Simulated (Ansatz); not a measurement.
Ir (fcc, Cu type): values from a third-order Birch-Murnaghan fit to a volume scan beside measured ones. Computed values: PBE (plane waves to 420 eV, PAW, scalar-relativistic; Ansatz, a first-principles code). Ir is run without spin polarisation. Ir was relaxed with its symmetry unable to fall. Spin-orbit coupling is left out, though Ir is heavy.

```tsv
quantity	reference	kind	PBE	difference
Lattice constant a (Å)	3.831	measured, corrected to the static lattice	3.871	+1.0 %
Bulk modulus B₀ (GPa)	365	measured, corrected to the static lattice	346	-5.2 %
```

PBE overestimates the lattice constant a by 1.0 %. PBE underestimates the bulk modulus B₀ by 5.2 %.

References as given in: Daniel Mejia-Rodriguez, S. B. Trickey, Physical Review B (2018), arXiv:1807.09216; H. Levämäki, M. P. J. Punkkinen, K. Kokko et al., Physical Review B (2014), arXiv:1402.3671.

(A scan under strain: stresses follow from slopes of the energy per volume, elastic moduli from its curvatures.)
